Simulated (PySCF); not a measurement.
## From computed data to an observable: entropy of an ideal gas

DMSO cation (C2H6OS), SMILES S(C)(C)=O (connectivity only; charge and spin as stated), charge +1, multiplicity 2.

Geometry: PBE-D3(BJ)/def2-SVP. The multiplicity is an assumed one; other spin states were not compared.

PBE-D3(BJ)/def2-SVP (PySCF) gives the harmonic wavenumbers 139, 169, 245, 276, 312, 599, 678, 850, 900, 915, 971, 1070, 1237, 1266, 1335, 1350, 1353, 1368, 2971, 2975, 3106, 3108, 3117, 3120 cm⁻¹ and the rotational temperatures 0.3489, 0.3035, 0.1831 K. The molar mass is 78.13 g/mol, the symmetry number 1, the spin multiplicity 2.

Q: Work out the entropy at 298.15 K and 1 atm in the rigid-rotor, harmonic-oscillator model.

A: 
Translation (Sackur–Tetrode at 1 atm): S = R[1.5 ln M + 2.5 ln T − 1.16487] = 163.1 J/(mol K).
Rotation: q = (√π/σ) T^1.5/√(θA θB θC) = 65500, S = R[ln q + 3/2] = 104.7 J/(mol K).
Vibration: with u = 1.4388 ν/T, each mode gives R[u/(e^u − 1) − ln(1 − e^−u)]:
```json
[
 {"ν (cm⁻¹)": "139", "modes": "1", "u": "0.67", "S (J/(mol K))": "11.79"},
 {"ν (cm⁻¹)": "169", "modes": "1", "u": "0.82", "S (J/(mol K))": "10.24"},
 {"ν (cm⁻¹)": "245", "modes": "1", "u": "1.18", "S (J/(mol K))": "7.39"},
 {"ν (cm⁻¹)": "276", "modes": "1", "u": "1.33", "S (J/(mol K))": "6.52"},
 {"ν (cm⁻¹)": "312", "modes": "1", "u": "1.51", "S (J/(mol K))": "5.66"},
 {"ν (cm⁻¹)": "599", "modes": "1", "u": "2.89", "S (J/(mol K))": "1.89"},
 {"ν (cm⁻¹)": "678", "modes": "1", "u": "3.27", "S (J/(mol K))": "1.39"},
 {"ν (cm⁻¹)": "850", "modes": "1", "u": "4.10", "S (J/(mol K))": "0.71"},
 {"ν (cm⁻¹)": "900", "modes": "1", "u": "4.34", "S (J/(mol K))": "0.58"},
 {"ν (cm⁻¹)": "915", "modes": "1", "u": "4.42", "S (J/(mol K))": "0.55"},
 {"ν (cm⁻¹)": "971", "modes": "1", "u": "4.69", "S (J/(mol K))": "0.44"},
 {"ν (cm⁻¹)": "1070", "modes": "1", "u": "5.16", "S (J/(mol K))": "0.29"},
 {"ν (cm⁻¹)": "1237", "modes": "1", "u": "5.97", "S (J/(mol K))": "0.15"},
 {"ν (cm⁻¹)": "1266", "modes": "1", "u": "6.11", "S (J/(mol K))": "0.13"},
 {"ν (cm⁻¹)": "1335", "modes": "1", "u": "6.44", "S (J/(mol K))": "0.10"},
 {"ν (cm⁻¹)": "1350", "modes": "1", "u": "6.51", "S (J/(mol K))": "0.09"},
 {"ν (cm⁻¹)": "1353", "modes": "1", "u": "6.53", "S (J/(mol K))": "0.09"},
 {"ν (cm⁻¹)": "1368", "modes": "1", "u": "6.60", "S (J/(mol K))": "0.09"}
]
```
The stiffer modes add less than 0.005 each. Sum 48.1 J/(mol K).
Spin: R ln 2 = 5.8 J/(mol K).
Total 321.7 J/(mol K); the program's own thermochemistry gives 321.7. Translation makes up 51 % and vibration 15 %. Anharmonicity, hindered rotation and orbital degeneracy are left out.
